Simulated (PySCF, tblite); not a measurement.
Isomers of C4H4F (doublet state), one GFN2-xTB conformer each. Single-point energies are computed at B3LYP/pcH-1 (PySCF, gas phase, no added dispersion term), electronic only. GFN2-xTB treats the open shell by occupation alone, and not every SCF solution was tested for stability.

Task: Rank them by B3LYP/pcH-1 energy, lowest first (kcal/mol).
A. `[H]/[C]=C1/C[C@@H]1F` [radical]
B. `C=C1[CH][C@@H]1F` [radical]
C. `C=C1C[C]1F` [radical]

Result: B (0.0), C (7.6), A (16.7).

GFN2-xTB itself gives, in the same order: 0.0, 2.4, 7.4. Both levels put the same isomer lowest; measured from each level's own lowest isomer, the values differ by up to 9.3 kcal/mol ([H]/[C]=C1/C[C@@H]1F: 7.4 against 16.7).

Task: What happens when harmonic zero-point energies from GFN2-xTB frequencies are added?

Result: 
| SMILES | ZPE (kcal/mol) | electronic (kcal/mol) | with ZPE (kcal/mol) |
| --- | --- | --- | --- |
| C=C1[CH][C@@H]1F | 38.6 | 0.0 | 0.0 |
| C=C1C[C]1F | 39.2 | 7.6 | 8.1 |
| [H]/[C]=C1/C[C@@H]1F | 39.0 | 16.7 | 17.1 |

The zero-point energies span 0.6 kcal/mol. The order is unchanged.
